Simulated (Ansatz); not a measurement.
Consider the atomization: `Cc1nccs1` → 4 C• + 5 H• + N• + S•.

Program: Ansatz. Geometries: PBE0-D4/def2-TZVP. ΔE: electronic, gas phase. CBS: MP2 limit from def2 TZ/QZ plus the TZ coupled-cluster correction, frozen cores. This one scheme is used for every species, atoms too. DFT in def2-TZVPP. Open shells (•) are unrestricted, without spin–orbit coupling. Spin–orbit coupling would lower the free atoms: a little for C, S.

CCSD(T)/CBS gives +4749.2 kJ/mol.

**Question.** Another level gave +4694.9 kJ/mol. Which?
A. PBE/def2-TZVPP
B. r2SCANh/def2-TZVPP
C. SCS-MP2/def2-TZVPP
D. BHLYP/def2-TZVPP

**Answer.** C. SCS-MP2/def2-TZVPP 4694.9, r2SCANh 4752.6, PBE 4943.1, BHLYP 4552.3 kJ/mol.

Largest T1 diagnostic among the species: 0.014.

From r2SCAN to r2SCAN0 (25 % exact exchange), in def2-TZVPP and without D4, ΔE moves by −97.3 kJ/mol: exact exchange takes away binding that semilocal exchange gives to molecules. In def2-TZVPP, CCSD(T) changes the Hartree–Fock value by +1287.8 kJ/mol (the triples alone add +107.9 kJ/mol) and MP2 by +1429.8 kJ/mol; breaking electron pairs costs correlation energy, which Hartree–Fock lacks. The D4 term adds +46.0 kJ/mol with B3LYP and +23.8 kJ/mol with PBE0; it sums over pairs of atoms, weighted by their polarisabilities, and B3LYP, whose exchange is more repulsive, gets the larger term.

B3LYP here is the variant with VWN-RPA as its local correlation; programs differ in this.

For atomizations the MP2-based limit and the directly extrapolated one differ by several kJ/mol either way, and by 10 to 25 for some Ge, Se and Sn compounds, so smaller differences from it don't rank the levels.
